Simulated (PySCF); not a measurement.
C$_{4}$H$_{8}$, charge +1, doublet, geometry from GFN2-xTB of the parent state (a state made from the parent by changing its charge; the spin is typed, not shown lowest); DF-BLYP/def2-SVP (PySCF).

The PySCF input:
```python
from pyscf import gto, scf, dft

mol = gto.Mole()
mol.atom = '''
    C    -0.003583   -0.007268    1.449531
    C    -0.000314   -0.000637    0.127043
    H    -0.002796    0.903902    2.023744
    H    -0.007186   -0.924151    2.014567
    C     0.004712    1.267277   -0.672192
    H     0.005227    2.140049   -0.024851
    H     0.885835    1.305480   -1.312337
    H    -0.873056    1.309725   -1.316663
    C    -0.001358   -1.260473   -0.684882
    H    -0.005051   -2.139692   -0.046336
    H    -0.879304   -1.292232   -1.329725
    H     0.879587   -1.296478   -1.325398
'''
mol.basis = 'def2-svp'
mol.charge = 1
mol.spin = 1
mol.verbose = 4
mol.build()

mf = dft.UKS(mol)
mf.xc = 'blyp'
mf = mf.density_fit(auxbasis='def2-universal-jkfit')
mf.kernel()
mf.analyze()
```

The log (banner, timings and long lists left out):

```
PySCF version 2.14.0

[INPUT] verbose = 4
[INPUT] num. atoms = 12
[INPUT] num. electrons = 31
[INPUT] charge = 1
[INPUT] spin (= nelec alpha-beta = 2S) = 1
[INPUT] symmetry False subgroup None
[INPUT] Mole.unit = angstrom
[INPUT] Symbol           X                Y                Z      unit          X                Y                Z       unit  Magmom
[...]
nuclear repulsion = 120.428269296611
number of shells = 48
number of NR pGTOs = 152
number of NR cGTOs = 96
basis = def2-svp
ecp = {}

******** <class 'pyscf.df.df_jk.DFUKS'> ********
method = DFUKS
initial guess = minao
damping factor = 0
level_shift factor = 0
DIIS = <class 'pyscf.scf.diis.CDIIS'>
diis_start_cycle = 1
diis_space = 8
diis_damp = 0
SCF conv_tol = 1e-09
SCF conv_tol_grad = None
SCF max_cycles = 50
direct_scf = False
number electrons alpha = 16  beta = 15
XC library pyscf.dft.libxc version 7.1.2
    S. Lehtola, C. Steigemann, M. J. T. Oliveira, and M. A. L. Marques,  SoftwareX 7, 1–5 (2018)
XC functionals = blyp
    A. D. Becke,  Phys. Rev. A 38, 3098 (1988)
    C. Lee, W. Yang, and R. G. Parr,  Phys. Rev. B 37, 785 (1988)
    B. Miehlich, A. Savin, H. Stoll, and H. Preuss,  Chem. Phys. Lett. 157, 200 (1989)
radial grids:
    Treutler-Ahlrichs [JCP 102, 346 (1995); DOI:10.1063/1.469408] (M4) radial grids

becke partition: Becke, JCP 88, 2547 (1988); DOI:10.1063/1.454033
pruning grids: <function nwchem_prune>
grids dens level: 3
symmetrized grids: False
atomic radii adjust function: <function treutler_atomic_radii_adjust>
small_rho_cutoff = 0
Set gradient conv threshold to 3.16228e-05
tot grids = 134936
init E= -157.060974318329

cycle= 1 E= -156.626773145613  delta_E= 0.434  |g|= 0.277  |ddm|= 2.43
cycle= 2 E= -156.548833697444  delta_E= 0.0779  |g|= 0.46  |ddm|= 0.741
cycle= 3 E= -156.665281670864  delta_E= -0.116  |g|= 0.0725  |ddm|= 0.462
cycle= 4 E= -156.668349293224  delta_E= -0.00307  |g|= 0.0186  |ddm|= 0.103
cycle= 5 E= -156.668553606291  delta_E= -0.000204  |g|= 0.00379  |ddm|= 0.0269
cycle= 6 E= -156.668560911762  delta_E= -7.31e-06  |g|= 0.00154  |ddm|= 0.00655
cycle= 7 E= -156.668561975969  delta_E= -1.06e-06  |g|= 0.000841  |ddm|= 0.00235
cycle= 8 E= -156.66856235918  delta_E= -3.83e-07  |g|= 0.000142  |ddm|= 0.00101
cycle= 9 E= -156.668562373134  delta_E= -1.4e-08  |g|= 2.65e-05  |ddm|= 0.000277
cycle= 10 E= -156.668562373621  delta_E= -4.87e-10  |g|= 6.04e-06  |ddm|= 4.67e-05
Extra cycle  E= -156.668562373616  delta_E= 4.26e-12  |g|= 7.14e-06  |ddm|= 2.36e-05
converged SCF energy = -156.668562373616  <S^2> = 0.75140016  2S+1 = 2.0013997
**** SCF Summaries ****
Total Energy =                        -156.668562373616282
Nuclear Repulsion Energy =             120.428269296611163
One-electron Energy =                 -439.929276789861717
Two-electron Energy =                  162.832445119634258
Two-electron Coulomb Energy =          187.107722443423683
DFT Exchange-Correlation Energy =      -24.275277323789410
**** MO energy ****
                             alpha | beta                alpha | beta
[...]
To work with the spin densities directly, `use mulliken_meta_spin()` only printing them here.

 ** Mulliken spin pop alpha/beta on meta-lowdin orthogonal AOs **
 ** Mulliken Spin Density (per AO)  **
spin_pop of  0 C 1s       -0.00001
spin_pop of  0 C 2s        0.02189
spin_pop of  0 C 3s       -0.00029
spin_pop of  0 C 2px       0.56356
spin_pop of  0 C 2py       0.01259
spin_pop of  0 C 2pz       0.00352
spin_pop of  0 C 3px       0.00026
spin_pop of  0 C 3py      -0.00015
spin_pop of  0 C 3pz       0.00003
spin_pop of  0 C 3dxy      0.00000
spin_pop of  0 C 3dyz      0.00001
spin_pop of  0 C 3dz^2    -0.00019
spin_pop of  0 C 3dxz      0.00056
spin_pop of  0 C 3dx2-y2   -0.00050
spin_pop of  1 C 1s       -0.00000
spin_pop of  1 C 2s        0.00688
spin_pop of  1 C 3s       -0.00019
spin_pop of  1 C 2px       0.24535
spin_pop of  1 C 2py       0.00463
spin_pop of  1 C 2pz      -0.00526
spin_pop of  1 C 3px       0.00027
[...]
spin_pop of  1 C 3dx2-y2   -0.00015
spin_pop of  2 H 1s       -0.01557
spin_pop of  2 H 2s        0.00006
spin_pop of  2 H 2px       0.00007
spin_pop of  2 H 2py      -0.00007
spin_pop of  2 H 2pz      -0.00001
spin_pop of  3 H 1s       -0.01557
spin_pop of  3 H 2s        0.00006
spin_pop of  3 H 2px       0.00007
spin_pop of  3 H 2py      -0.00007
spin_pop of  3 H 2pz      -0.00001
spin_pop of  4 C 1s       -0.00000
spin_pop of  4 C 2s       -0.00201
spin_pop of  4 C 3s        0.00011
spin_pop of  4 C 2px       0.02984
spin_pop of  4 C 2py      -0.00287
spin_pop of  4 C 2pz      -0.00478
spin_pop of  4 C 3px       0.00045
spin_pop of  4 C 3py       0.00000
spin_pop of  4 C 3pz       0.00018
spin_pop of  4 C 3dxy     -0.00001
spin_pop of  4 C 3dyz     -0.00001
spin_pop of  4 C 3dz^2    -0.00000
spin_pop of  4 C 3dxz      0.00024
spin_pop of  4 C 3dx2-y2    0.00002
spin_pop of  5 H 1s       -0.00075
spin_pop of  5 H 2s        0.00002
spin_pop of  5 H 2px      -0.00000
spin_pop of  5 H 2py      -0.00000
spin_pop of  5 H 2pz      -0.00000
spin_pop of  6 H 1s        0.03379
spin_pop of  6 H 2s        0.00033
spin_pop of  6 H 2px       0.00002
spin_pop of  6 H 2py      -0.00000
spin_pop of  6 H 2pz       0.00003
spin_pop of  7 H 1s        0.03379
spin_pop of  7 H 2s        0.00033
spin_pop of  7 H 2px       0.00002
spin_pop of  7 H 2py      -0.00000
spin_pop of  7 H 2pz       0.00003
spin_pop of  8 C 1s       -0.00000
spin_pop of  8 C 2s       -0.00201
spin_pop of  8 C 3s        0.00011
spin_pop of  8 C 2px       0.02984
spin_pop of  8 C 2py      -0.00282
spin_pop of  8 C 2pz      -0.00483
spin_pop of  8 C 3px       0.00045
spin_pop of  8 C 3py       0.00000
spin_pop of  8 C 3pz       0.00018
spin_pop of  8 C 3dxy     -0.00001
spin_pop of  8 C 3dyz     -0.00002
spin_pop of  8 C 3dz^2    -0.00000
spin_pop of  8 C 3dxz      0.00024
spin_pop of  8 C 3dx2-y2    0.00002
spin_pop of  9 H 1s       -0.00075
spin_pop of  9 H 2s        0.00002
spin_pop of  9 H 2px      -0.00000
spin_pop of  9 H 2py      -0.00000
spin_pop of  9 H 2pz      -0.00000
spin_pop of  10 H 1s        0.03379
spin_pop of  10 H 2s        0.00033
spin_pop of  10 H 2px       0.00002
spin_pop of  10 H 2py      -0.00000
spin_pop of  10 H 2pz       0.00003
spin_pop of  11 H 1s        0.03379
spin_pop of  11 H 2s        0.00033
spin_pop of  11 H 2px       0.00002
spin_pop of  11 H 2py      -0.00000
spin_pop of  11 H 2pz       0.00003
 ** Mulliken Spin Density (per atom)  **
spin density of  0 C =      0.60128
spin density of  1 C =      0.25222
spin density of  2 H =     -0.01551
spin density of  3 H =     -0.01551
spin density of  4 C =      0.02116
spin density of  5 H =     -0.00073
spin density of  6 H =      0.03417
spin density of  7 H =      0.03417
spin density of  8 C =      0.02116
spin density of  9 H =     -0.00073
spin density of  10 H =      0.03417
spin density of  11 H =      0.03417
 ** Mulliken pop alpha/beta on meta-lowdin orthogonal AOs **
 ** Mulliken pop       alpha | beta **
In total            16.00000 | 15.00000
 ** Mulliken atomic charges   ( Nelec_alpha | Nelec_beta ) **
charge of  0C =      0.02562  (     3.28783      2.68655 )
charge of  1C =      0.24423  (     3.00399      2.75178 )
charge of  2H =      0.16635  (     0.40907      0.42458 )
charge of  3H =      0.16635  (     0.40907      0.42458 )
charge of  4C =     -0.28781  (     3.15448      3.13333 )
charge of  5H =      0.13664  (     0.43131      0.43205 )
charge of  6H =      0.17495  (     0.42961      0.39544 )
charge of  7H =      0.17495  (     0.42961      0.39544 )
charge of  8C =     -0.28781  (     3.15449      3.13333 )
charge of  9H =      0.13664  (     0.43131      0.43205 )
charge of  10H =      0.17495  (     0.42961      0.39544 )
charge of  11H =      0.17495  (     0.42961      0.39544 )

WARN: System has nonzero charge 1; the dipole moment is origin-dependent.
Location of origin: [0. 0. 0.]

Dipole moment(X, Y, Z, Debye): -0.00195, -0.00398,  0.78988
```
